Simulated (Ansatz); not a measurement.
# CH9AlSi: the cost of one run

Method: RKS PBE-D4/6-31G*, in Ansatz 0.2.0.

## Step 1: The system as given

Bond lengths: Al1–C2 2.320 Å, C2–H3 1.110 Å, C2–H4 1.110 Å, C2–H5 1.110 Å, Al1–H6 1.560 Å, Al1–H7 1.560 Å, Al1–Si8 2.620 Å, Si8–H9 1.460 Å, Si8–H10 1.460 Å, Si8–H11 1.460 Å, Si8–H12 1.695 Å. Angles (14 of 22 angles, heavy atoms first): C2–Al1–Si8 71.6°, Al1–C2–H3 109.5°, Al1–C2–H4 109.5°, Al1–C2–H5 109.5°, C2–Al1–H6 120.0°, C2–Al1–H7 120.0°, H6–Al1–Si8 105.6°, H7–Al1–Si8 92.7°, Al1–Si8–H9 109.5°, Al1–Si8–H10 109.5°, Al1–Si8–H11 109.5°, Al1–Si8–H12 64.8°, H3–C2–H4 109.4°, H3–C2–H5 109.4°.

As a file:

```xyz
12

Al    0.0000    0.0000    0.0000
C     0.0000    0.0000    2.3200
H    -0.9996   -0.3092    2.6905
H     0.7676   -0.7111    2.6905
H     0.2320    1.0203    2.6905
H     1.3510    0.0000   -0.7800
H    -1.3510    0.0000   -0.7800
Si   -0.3355   -2.4636    0.8261
H    -0.9187   -3.2626   -0.2477
H     0.9551   -3.0299    1.2073
H    -1.2302   -2.4731    1.9799
H    -0.1777   -1.3047    2.0536
```

## Step 2: Pulling towards end A

Springs on the bonds that form and break draw the guess towards this end; the thresholds are loose.

input.yaml

```yaml
crystal:
  periodic: [false, false, false]
  atoms:
    - { symbol: Al, position_ang: [0.0, 0.0, 0.0] }
    - { symbol: C, position_ang: [0.0, 0.0, 2.32] }
    - { symbol: H, position_ang: [-0.9996, -0.3092, 2.6905] }
    - { symbol: H, position_ang: [0.7676, -0.7111, 2.6905] }
    - { symbol: H, position_ang: [0.232, 1.0203, 2.6905] }
    - { symbol: H, position_ang: [1.351, 0.0, -0.78] }
    - { symbol: H, position_ang: [-1.351, 0.0, -0.78] }
    - { symbol: Si, position_ang: [-0.3355, -2.4636, 0.8261] }
    - { symbol: H, position_ang: [-0.9187, -3.2626, -0.2477] }
    - { symbol: H, position_ang: [0.9551, -3.0299, 1.2073] }
    - { symbol: H, position_ang: [-1.2302, -2.4731, 1.9799] }
    - { symbol: H, position_ang: [-0.1777, -1.3047, 2.0536] }
basis:
  gaussian: { orbitals: "6-31G*" }
hamiltonian:
  xc: pbe
  dispersion: d4
relax:
  f_tol: 0.15
  max_steps: 25
  restrain:
    - { distance: [0, 7], at: 3.52, k: 30.0 }
    - { distance: [11, 1], at: 2.31, k: 30.0 }
    - { distance: [0, 1], at: 1.97, k: 30.0 }
    - { distance: [11, 7], at: 1.46, k: 30.0 }
```

Command:

```bash
$ ansatz run input.yaml --threads 1 --pin off --max-ram 2048MiB --backend cpu --events-out ev --progress --plain --runs-dir out
```

**Question.** How long does this run take on 1 thread of Arm Neoverse V2, shared host, and how much memory does it need?

About 25 s, with a peak of 0.13 GiB.
